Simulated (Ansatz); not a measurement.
**Relative stability**

Two relaxed structures of CH5AlB, doublet (PBE0-D4/def2-TZVP; forces vanish, vibrations not checked).

A:

B1  (-0.806, 0.881, -0.831)
Al2  (0.587, -1.344, 0.638)
C3  (0.287, 0.504, 0.113)
H4  (-0.869, 0.441, -1.947)
H5  (-1.706, 1.590, -0.461)
H6  (0.841, 1.259, 0.675)
H7  (1.432, -1.644, 1.945)
H8  (-0.027, -2.509, -0.243)
(Å)

B:

B1  (-1.019, 1.036, -1.091)
Al2  (0.437, 0.435, 0.330)
C3  (0.660, -1.420, 0.822)
H4  (-0.794, 1.111, -2.268)
H5  (-2.140, 1.346, -0.789)
H6  (1.390, 1.504, 1.033)
H7  (1.392, -1.768, 1.550)
H8  (0.075, -2.244, 0.415)
(Å)

Ansatz 0.2.0; basis: def2-TZVPP; cores frozen in the correlated methods; orbitals are unrestricted. B3LYP uses VWN-RPA correlation.

Question: Which structure is lower at CCSD(T), and by how much? (To be estimated.)

Answer: The calculation gives: A, by 68.6 kJ/mol (electronic energy, against the other). By their contacts, A is CH₅AlB ([BH2][CH][AlH2]) and B is CH₅AlB ([BH2][AlH][CH2]).

All methods give the same order:

| method | E(B) − E(A) (kJ/mol) |
| --- | --- |
| PBE-D4 | 81.9 |
| r2SCAN-D4 | 79.7 |
| PBE0-D4 | 75.1 |
| B3LYP-D4 | 79.8 |
| wB97M-V | 80.0 |
| HF | 60.7 |
| MP2 | 72.6 |
| CCSD | 66.3 |
| CCSD(T) | 68.6 |

No T1 diagnostic of these runs exceeds 0.018. ⟨S²⟩ of the unrestricted Hartree–Fock references: 0.76 (a pure state has 0.75).

Labels in which every atom is bracketed show which atoms are joined, not bond orders.

For scale, one of the runs: CCSD(T)/def2-TZVPP, 174 basis functions, launched by `ansatz run in.yaml --threads 2 --pin off --events-out ev --progress --plain --max-ram 4352MiB`. The run took 72 s on 2 CPU threads of an Arm Neoverse V2 (shared host), with 3.5 GiB of host memory at its peak.
